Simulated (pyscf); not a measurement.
H₃C–CH₂–CH₃ + CH₃• -> H₃C–CH•–CH₃ + CH₄ (hydrogen abstraction; doublet surface; C–H broken, C–H formed). Structures and frequencies: ωB97X-D3(BJ)/def2-SVP in PySCF. Energies in kJ/mol from the separated reactants.

```csv
level,barrier,reaction energy
ωB97X-D3(BJ)/def2-TZVP,48.1,-31.4
PBE/def2-TZVP,25.6,-39.4
PBE0-D3(BJ)/def2-TZVP,(withheld),-33.7
M06-2X/def2-TZVP,52.4,-30.0
ωB97M-D3(BJ)/def2-TZVP,52.9,-29.9
HF/def2-TZVP,(withheld),(withheld)
```

Q: Complete the blanks.

A: 
- PBE0-D3(BJ)/def2-TZVP, barrier: 36.9
- HF/def2-TZVP, barrier: 117.4
- HF/def2-TZVP, reaction energy: -19.8

The functionals in the table span 27.3 kJ/mol in this barrier, from PBE to ωB97M-D3(BJ). One saddle was located; it need not be the lowest between these sides. The angle at the transferred H is 177°.
